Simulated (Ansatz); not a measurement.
System: Sb₂O₃ (Pccn, No. 56). Method: PBEsol (Ansatz, a program for electronic structure, plane waves, PAW).

Settings: plane-wave cutoff 520 eV, 8×4×6 k mesh (along the axes of the cell as run), scalar-relativistic PAW data made under PBE.

Computed at the level's own relaxed cell.

Hill averages of the elastic tensor: K = 28.6 GPa, G = 26.6 GPa. Volume 16.426 Å³/atom, mean atomic mass 58.304 u.

Work out the density, the sound velocities of a polycrystal and the elastic Debye temperature at this level.

ρ = 1.66054 × 58.304/16.426 = 5.894 g/cm³. v_l = √[(K + 4G/3)/ρ] = 3.297 km/s and v_t = √(G/ρ) = 2.124 km/s. The mean follows from 3/v_m³ = 1/v_l³ + 2/v_t³: v_m = 2.332 km/s. Θ_D = (ħ/k_B) v_m (6π²/V)^(1/3) = 76.38 K Å s/km × 2.332 × 1.5333 Å⁻¹ = 273 K, counting all atoms of the cell.

Note: the relaxation could not lower the start's symmetry, so the cell can be a saddle point above a distorted one.
